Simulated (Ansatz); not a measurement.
Results of PBE-D3(BJ) (Ansatz, a program for electronic structure, plane waves, PAW) for hcp Zr.

Settings: plane-wave cutoff 520 eV, 24×24×12 k mesh (along the axes of the cell as run), Fermi–Dirac smearing 0.037 eV (set by the program), scalar-relativistic PAW data made under PBE.

Computed at the level's own relaxed cell.

```yaml
crystal:
  lattice:
    - [3.18475, 0.00000, 0.00000]
    - [-1.59237, 2.75807, 0.00000]
    - [0.00000, 0.00000, 5.11107]
  atoms:
    - { symbol: Zr, position: [0.66667, 0.33333, 0.75000] }
    - { symbol: Zr, position: [0.33333, 0.66667, 0.25000] }
```

**Question.** Give the elastic tensor (Voigt notation, GPa, ions relaxed, in the Cartesian axes of the cell as printed).

**Answer.** 
```
  149.1    67.5    70.0     0.0     0.0     0.0
   67.5   149.1    70.0     0.0     0.0     0.0
   70.0    70.0   174.1     0.0     0.0     0.0
    0.0     0.0     0.0    24.0     0.0     0.0
    0.0     0.0     0.0     0.0    24.0     0.0
    0.0     0.0     0.0     0.0     0.0    40.8
```

Measured, for comparison: elastic constant C11 155 GPa, elastic constant C12 67.2 GPa, elastic constant C44 36.3 GPa, elastic constant C33 172 GPa, elastic constant C13 64.6 GPa (4 K, zero-point motion not removed; as tabulated in Clouet (2012), arXiv:1210.1082). Computed (rounded) less measured: elastic constant C11 -4 %, elastic constant C12 +0.4 %, elastic constant C44 -34 %, elastic constant C33 +1 %, elastic constant C13 +8 %.

Note: the dispersion coefficients are held fixed in the derivatives.

The computed numbers hold no vibrational or temperature effects.
